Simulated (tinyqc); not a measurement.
Pariser-Parr-Pople SCF with singles CI, for the molecule Fc1[cH+]c1Cl (SMILES; centres numbered as the heavy atoms are written), step by step. One step of it, computed by the program tinyqc.

Question. Iteration 1: Fock matrix. F_rr = H_rr + P_rr gamma_rr / 2 + sum_(s != r) P_ss gamma_rs; F_rs = H_rs - P_rs gamma_rs / 2; E = tr P (H + F) / 2 + core repulsion sum_(r<s) z_r z_s gamma_rs.

P at the start, order 1F, 2C, 3C, 4C, 5Cl:
```
[[1.537275, 0.715721, -0.377817, -0.224841, 0.076032],
 [0.715721, 0.888468, 0.528470, 0.415495, -0.152932],
 [-0.377817, 0.528470, 0.995216, 0.659689, -0.377838],
 [-0.224841, 0.415495, 0.659689, 0.869474, 0.569723],
 [0.076032, -0.152932, -0.377838, 0.569723, 1.709567]]
```

core matrix H (eV), order 1F, 2C, 3C, 4C, 5Cl:
```
[[-62.346955, -2.220000, 0.000000, 0.000000, 0.000000],
 [-2.220000, -53.332401, -2.390000, -2.390000, 0.000000],
 [0.000000, -2.390000, -45.788468, -2.390000, 0.000000],
 [0.000000, -2.390000, -2.390000, -51.755329, -1.510000],
 [0.000000, 0.000000, 0.000000, -1.510000, -54.307485]]
```

repulsion gamma_rs (eV), order 1F, 2C, 3C, 4C, 5Cl:
```
[[23.890000, 8.867128, 5.094320, 5.093984, 3.690761],
 [8.867128, 11.080000, 7.539265, 7.538174, 4.880353],
 [5.094320, 7.539265, 11.080000, 7.539265, 4.880649],
 [5.093984, 7.538174, 7.539265, 11.080000, 7.864961],
 [3.690761, 4.880353, 4.880649, 7.864961, 13.320000]]
```

Centres (angstrom, eV; a flat drawing with bonds scaled to 1.40 angstrom):
```
centre          x          y  core charge z          W   gamma_rr
1F       1.912000  -0.662000              2  35.910000  23.890000
2C       0.700000   0.038000              1  10.760000  11.080000
3C       0.000000   1.250000              1  10.760000  11.080000
4C      -0.700000   0.038000              1  10.760000  11.080000
5Cl     -1.912000  -0.662000              2  29.300000  13.320000
```

Give: F; pi energy.

Answer.

F (eV), order 1F, 2C, 3C, 4C, 5Cl:
```
[[-20.297, -5.393, 0.962, 0.573, -0.140],
 [-5.393, -12.378, -4.382, -3.956, 0.373],
 [0.962, -4.382, -10.846, -4.877, 0.922],
 [0.573, -3.956, -4.877, -11.461, -3.750],
 [-0.140, 0.373, 0.922, -3.750, -21.216]]
```

pi energy = -122.557 eV
